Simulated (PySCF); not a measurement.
# An isoelectronic series: SiO₂, PO₂⁺, SO₂²⁺

Level: PBE0 in the def2-TZVP basis family, all electrons, no relativity, computed in PySCF with density fitting; open shells unrestricted.

Each entry is the lowest minimum that a search over a few typed start shapes (and spin states, where more than one is plausible) found, or that minimum re-optimised at the stated level; isomers with ligand–ligand bonds, or fragments after loss of a ligand pair, can lie lower.

```csv
molecule,2S+1,point group,mean bond to the central atom (Å),highest ω (cm⁻¹),polar-tensor charge of the central atom,distinct angles (°)
SiO₂,1,D∞h,1.506,1471,1.15,180
PO₂⁺,1,D∞h,1.430,1623,1.31,180
SO₂²⁺,1,D∞h,1.395,1624,1.33,180
```

The bond shortens at every step; the largest change, -0.076 Å, falls between SiO₂ and PO₂⁺ among the members listed.

Left out of the table are members whose search was unfinished or whose lowest solution was spin-contaminated, unstable, very soft or bonded differently.
